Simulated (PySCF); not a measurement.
**Electronic absorption of HC≡CCF(CH3)2**

HC≡CCF(CH3)2, C5H7F.
Atom-mapped SMILES: `[CH:1]#[C:2][C:3]([CH3:4])([CH3:5])[F:6]` (hydrogens: H7 on C1; H8, H9, H10 on C4; H11, H12, H13 on C5)

Computed with TDDFT B3LYP/def2-SVPD, vertical, gas phase, core orbitals frozen in the response in PySCF. Isolated species at its PBE0-D3(BJ)/def2-SVP geometry, gas phase.

Q: Predict the UV-vis stick spectrum at this level.

A: 

| state | E (eV) | E (kJ/mol) | λ (nm) | f | symmetry | main configurations (H = HOMO, L = LUMO) |
| --- | --- | --- | --- | --- | --- | --- |
| S1 | 6.27 | 605 | 197.8 | 0.0001 | – | H→L (93%) |
| S2 | 6.71 | 648 | 184.7 | 0.0026 | A′ | H-1→L (53%), H→L+2 (43%) |
| S3 | 6.97 | 673 | 177.9 | 0.0005 | – | H-1→L+2 (95%) |
| S4 | 7.38 | 712 | 168.0 | 0.056 | A″ | H→L+1 (93%) |
| S5 | 7.61 | 734 | 163.0 | 0.033 | A′ | H-1→L+1 (89%) |
| S6 | 8.10 | 781 | 153.1 | 0.0031 | A″ | H→L+3 (96%) |
| S7 | 8.33 | 804 | 148.8 | 0.0092 | A′ | H-1→L+3 (95%) |
| S8 | 8.54 | 824 | 145.2 | 0.0001 | – | H-2→L (96%) |
| S9 | 8.58 | 828 | 144.4 | 0.105 | A′ | H→L+4 (77%), H→L+2 (15%) |
| S10 | 8.81 | 851 | 140.7 | 0.0030 | A′ | H-3→L (96%) |

Triplets, Tamm–Dancoff:

```csv
state,E (eV),λ (nm),"main configurations (H = HOMO, L = LUMO)"
T1,5.30,234.1,"H-1→L (65%), H→L+2 (24%)"
T2,5.70,217.6,"H→L (76%), H-1→L+2 (16%)"
T3,5.84,212.2,"H→L+2 (66%), H-1→L (25%)"
T4,6.65,186.4,"H-1→L+2 (78%), H→L (18%)"
```

The lowest singlet comes at 198 nm (605 kJ/mol) in the vacuum ultraviolet; it is dark (f under 0.0005); its leading configuration is HOMO→LUMO (93%). The most intense listed level is S9 at 8.58 eV (144 nm, f = 0.105), 2.32 eV above S1. Löwdin shares by element: HOMO carbon 84% or more, hydrogen 4% or more; LUMO carbon 69% or more, fluorine 10% (atoms not listed hold the other 21%). The oscillator strengths of these states sum to 0.213; summed over the whole spectrum of an exact calculation they would give the number of electrons, 46 (Thomas–Reiche–Kuhn). Of the 10 states listed, 3 reach f = 0.01 and 3 stay under 0.0005. Weighted by f, the mean energy of these states is 8.07 eV. All these states lie below the vertical ionisation energy of 10.35 eV (ΔSCF). Symmetry labels in Cs follow from the direction of the transition dipole and are given only for states with f of 0.002 or more. Only the lowest 10 singlets were computed, as vertical energies without vibronic structure.

Time: 69 s. Hardware: one thread, Arm Neoverse V1 (shared host).
